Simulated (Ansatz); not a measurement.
Relaxation of C3H4N (8 atoms, charge -1, multiplicity 1), to a largest force component of 0.015 eV/Å in at most 40 steps.

Computed with RKS BLYP/def2-SVP in Ansatz.

```xyz
8
Properties=species:S:1:pos:R:3:forces:R:3
C -0.098 1.847 -0.950 -0.07 1.00 0.01
N 0.034 0.574 -0.816 0.27 0.49 -1.02
C -0.397 -0.402 -0.039 -0.25 -0.87 0.04
C 0.198 -0.907 1.080 0.09 -0.16 0.74
H 0.567 2.143 -1.856 0.10 0.10 -0.15
H -1.226 -0.987 -0.468 -0.43 -0.24 -0.17
H 0.996 -0.373 1.578 0.62 0.36 0.27
H -0.140 -1.823 1.540 -0.33 -0.67 0.28
```

Problem. Where does it end, and by what steps?

Solution. The forces met the threshold. Limits of this set-up: an anion without diffuse functions. After 11 steps the energy has fallen by 0.109 eV; N2 moved furthest, 0.13 Å.

```json
{"step": "0", "energy less start (eV)": "0.0000", "largest force component (eV/Å)": "1.020", "accepted": "yes"}
{"step": "1", "energy less start (eV)": "-0.0855", "largest force component (eV/Å)": "0.388", "accepted": "yes"}
{"step": "2", "energy less start (eV)": "-0.0964", "largest force component (eV/Å)": "0.198", "accepted": "yes"}
{"step": "3", "energy less start (eV)": "-0.0999", "largest force component (eV/Å)": "0.128", "accepted": "yes"}
{"step": "4", "energy less start (eV)": "-0.1033", "largest force component (eV/Å)": "0.076", "accepted": "yes"}
{"step": "5", "energy less start (eV)": "-0.1057", "largest force component (eV/Å)": "0.119", "accepted": "yes"}
{"step": "6", "energy less start (eV)": "-0.1076", "largest force component (eV/Å)": "0.140", "accepted": "yes"}
{"step": "7", "energy less start (eV)": "-0.1059", "largest force component (eV/Å)": "0.164", "accepted": "no"}
{"step": "8", "energy less start (eV)": "-0.1084", "largest force component (eV/Å)": "0.018", "accepted": "yes"}
{"step": "9", "energy less start (eV)": "-0.1085", "largest force component (eV/Å)": "0.031", "accepted": "yes"}
{"step": "10", "energy less start (eV)": "-0.1085", "largest force component (eV/Å)": "0.017", "accepted": "yes"}
{"step": "11", "energy less start (eV)": "-0.1085", "largest force component (eV/Å)": "0.003", "accepted": "yes"}
```

```xyz
8
Properties=species:S:1:pos:R:3
C -0.012 1.850 -0.871
N -0.026 0.542 -0.922
C -0.421 -0.447 -0.077
C 0.173 -0.868 1.104
H 0.587 2.192 -1.814
H -1.263 -1.065 -0.467
H 1.023 -0.316 1.536
H -0.127 -1.817 1.579
```

Whether the end is a true minimum wasn't checked by a vibrational analysis.

Time of the run: 19 s on 1 thread of Arm Neoverse V2, with other jobs on the host, peak memory 0.13 GiB.
